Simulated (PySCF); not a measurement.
# C2F4 (tetrafluoroethylene) at 5 levels

Aim: a comparison of 5 runs (HF/def2-SVP, M06-2X/STO-3G, SVWN5/STO-3G, B3LYP/6-31G*) of C2F4 (tetrafluoroethylene). 

The calculation is run with PySCF 2.14.0.

## 1. The system as given

The species is C2F4 (6 atoms), meant as a singlet with charge 0. SMILES: `FC(F)=C(F)F`. The coordinates come from a PBE0-D4/def2-TZVP relaxation.

Bond lengths: F1–C2 1.310 Å, C2–F3 1.310 Å, C2–C4 1.320 Å, C4–F5 1.310 Å, C4–F6 1.310 Å. Angles: F1–C2–F3 113.3°, F1–C2–C4 123.4°, F3–C2–C4 123.4°, C2–C4–F5 123.4°, C2–C4–F6 123.4°, F5–C4–F6 113.3°.

## 2. Energy and gradient at HF/def2-SVP (run 1)

run.py

```python
from pyscf import gto

molecule = gto.M(
    atom='''
F        1.169200      -1.134500      -0.708000
C        0.202500      -0.640200       0.025700
F       -0.337500      -1.520600       0.832300
C       -0.188400       0.618800      -0.041100
F        0.351500       1.499300      -0.847600
F       -1.155200       1.113100       0.692600
''',
    verbose=4,
    basis='def2-svp',
    max_memory=1860,
    spin=0,
)

myscf = molecule.RHF()
myscf.conv_tol = 1e-10
myscf.kernel()
if not myscf.converged:
    myscf = myscf.newton().run(myscf.mo_coeff, myscf.mo_occ)

etot = myscf.e_tot
print(f'total energy: {etot:.8f} hartree')
grad = myscf.nuc_grad_method().kernel()
dip = myscf.dip_moment()
pop, q = myscf.mulliken_pop()
```

Command:

```
$ OMP_NUM_THREADS=1 python run.py
```

Log:

```text
PySCF version 2.14.0

[... 58 lines left out ...]
converged SCF energy = -473.037423993877
total energy: -473.03742399 hartree
[... 12 lines left out ...]
Dipole moment(X, Y, Z, Debye):  0.00050, -0.00026, -0.00035
[... 91 lines left out ...]
charge of    5F =     -0.26537
```

It took 7.2 s on 1 thread of Intel Xeon at 2.50GHz (Skylake/Cascade Lake), shared host; peak memory 0.17 GiB.

## 3. Energy and forces at M06-2X/STO-3G (run 2)

run.py

```python
from pyscf import gto, dft

mol = gto.M(
    atom='''
F      1.169200    -1.134500    -0.708000
C      0.202500    -0.640200     0.025700
F     -0.337500    -1.520600     0.832300
C     -0.188400     0.618800    -0.041100
F      0.351500     1.499300    -0.847600
F     -1.155200     1.113100     0.692600
''',
    verbose=4,
    max_memory=1860,
    basis='sto-3g',
    spin=0,
)

calc0 = dft.RKS(mol, xc='m06-2x')
calc0.conv_tol = 1e-10
calc0.grids.level = 5
calc0.kernel()
if not calc0.converged:
    calc0 = calc0.newton().run(calc0.mo_coeff, calc0.mo_occ)

energy = calc0.e_tot
print('E(%s) = %.9f' % ('M06-2X', energy))
grad = calc0.nuc_grad_method().kernel()
calc0.analyze()
```

Command:

```
$ OMP_NUM_THREADS=1 python run.py
```

Log:

```text
PySCF version 2.14.0

[... 87 lines left out ...]
Total Energy =                        -468.799459738848441
[... 8 lines left out ...]
MO #2   energy= -25.0006066414357  occ= 2
[... 6 lines left out ...]
MO #9   energy= -1.27754015183548  occ= 2
[... 6 lines left out ...]
MO #16  energy= -0.479936952379487 occ= 2
[... 6 lines left out ...]
MO #23  energy= -0.32584087321834  occ= 2
[... 6 lines left out ...]
MO #30  energy= 0.739784883106129  occ= 0
[... 39 lines left out ...]
Dipole moment(X, Y, Z, Debye):  0.00026, -0.00016, -0.00017
```

Wall time 21 s (1 thread of Intel Xeon at 2.50GHz (Skylake/Cascade Lake), shared host); peak memory 0.37 GiB.

## 4. Energy and gradient at SVWN5/STO-3G (run 3)

input.py

```python
from pyscf import gto, dft

mol = gto.Mole()
mol.atom = [
    ('F', (1.169200, -1.134500, -0.708000)),
    ('C', (0.202500, -0.640200, 0.025700)),
    ('F', (-0.337500, -1.520600, 0.832300)),
    ('C', (-0.188400, 0.618800, -0.041100)),
    ('F', (0.351500, 1.499300, -0.847600)),
    ('F', (-1.155200, 1.113100, 0.692600)),
]
mol.basis = 'sto-3g'
mol.charge = 0
mol.verbose = 4
mol.max_memory = 1860
mol.build()

mf = dft.RKS(mol, xc='svwn')
mf.grids.level = 5
mf.conv_tol = 1e-10
mf.kernel()
if not mf.converged:
    mf = mf.newton().run(mf.mo_coeff, mf.mo_occ)

energy = mf.e_tot
print(f'total energy: {energy:.8f} hartree')
grad = mf.nuc_grad_method().kernel()
mf.analyze()
```

Command:

```
$ OMP_NUM_THREADS=1 python input.py
```

Log:

```text
PySCF version 2.14.0

[... 90 lines left out ...]
Total Energy =                        -465.506198482277114
[... 8 lines left out ...]
MO #2   energy= -23.8268170634452  occ= 2
[... 6 lines left out ...]
MO #9   energy= -1.01883441567887  occ= 2
[... 6 lines left out ...]
MO #16  energy= -0.332102280502916 occ= 2
[... 6 lines left out ...]
MO #23  energy= -0.165367097863506 occ= 2
[... 6 lines left out ...]
MO #30  energy= 0.638116642962969  occ= 0
[... 39 lines left out ...]
Dipole moment(X, Y, Z, Debye):  0.00024, -0.00010, -0.00019
```

Run time: 9.3 s. Hardware: 1 thread of Intel Xeon at 2.50GHz (Skylake/Cascade Lake), shared host; peak memory 0.23 GiB.

Run 4 isn't shown in full; the table further down has it.

## 5. Energy and gradient at B3LYP/6-31G(d) (Cartesian functions) (run 5)

geometry.xyz

```xyz
6
C2F4
F      1.169200    -1.134500    -0.708000
C      0.202500    -0.640200     0.025700
F     -0.337500    -1.520600     0.832300
C     -0.188400     0.618800    -0.041100
F      0.351500     1.499300    -0.847600
F     -1.155200     1.113100     0.692600
```

job.py

```python
import pyscf.grad
from pyscf import gto, dft

mol = gto.M(
    atom='geometry.xyz',
    cart=True,
    verbose=4,
    max_memory=1860,
    basis='6-31g*',
)

calc0 = dft.RKS(mol, xc='b3lyp')
calc0.grids.level = 5
calc0.conv_tol = 1e-10
calc0.kernel()
if not calc0.converged:
    calc0 = calc0.newton().run(calc0.mo_coeff, calc0.mo_occ)

e_final = calc0.e_tot
print(f'total energy: {e_final:.8f} hartree')
grad = calc0.Gradients().kernel()
dip = calc0.dip_moment()
pop, q = calc0.mulliken_pop()
```

Command:

```
$ OMP_NUM_THREADS=1 python job.py
```

Log:

```text
PySCF version 2.14.0

[... 75 lines left out ...]
converged SCF energy = -475.498762531772
total energy: -475.49876253 hartree
[... 13 lines left out ...]
Dipole moment(X, Y, Z, Debye):  0.00043, -0.00021, -0.00031
[... 97 lines left out ...]
charge of    5F =     -0.22716
```

Run time: 50 s. Hardware: 1 thread of Intel Xeon at 2.50GHz (Skylake/Cascade Lake), shared host; peak memory 0.88 GiB.

## 6. The series

| run | level | integration grid | Cartesian functions | energy (Eh) | dipole moment (D) | HOMO energy (eV) | LUMO energy (eV) | wall time |
| --- | --- | --- | --- | --- | --- | --- | --- | --- |
| 1 | HF/def2-SVP | – | no | -473.037424 | 0.00 | -11.01 | 5.08 | 7.2 s |
| 2 | M06-2X/STO-3G | 5 | no | -468.799460 | 0.00 | -4.71 | 5.49 | 21 s |
| 3 | SVWN5/STO-3G | 5 | no | -465.506198 | 0.00 | -1.22 | 3.89 | 9.3 s |
| 4 | B3LYP/6-31G* (spherical functions) | 5 | no | -475.493893 | 0.00 | -6.78 | 1.03 | 47 s |
| 5 | B3LYP/6-31G* (Cartesian functions) | 5 | yes | -475.498763 | 0.00 | -6.79 | 1.03 | 50 s |

## 7. Results

```
                       quantity          value
            run 5: total energy  -475.49876 Eh
           run 5: dipole moment         0.00 D
             run 5: HOMO energy       -6.79 eV
             run 5: LUMO energy        1.03 eV
           run 5: HOMO–LUMO gap        7.82 eV
run 5: largest force on an atom     0.787 eV/Å
```

**Reading.** The HOMO–LUMO gap runs from 5.12 eV (SVWN5/STO-3G) to 16.09 eV (HF/def2-SVP). The two ends differ in method and basis. Totals of different functionals can't be ranked against each other. In runs 2, 3 the basis is minimal, so the values are rough. All runs together took 2.2 min, the longest 50 s.
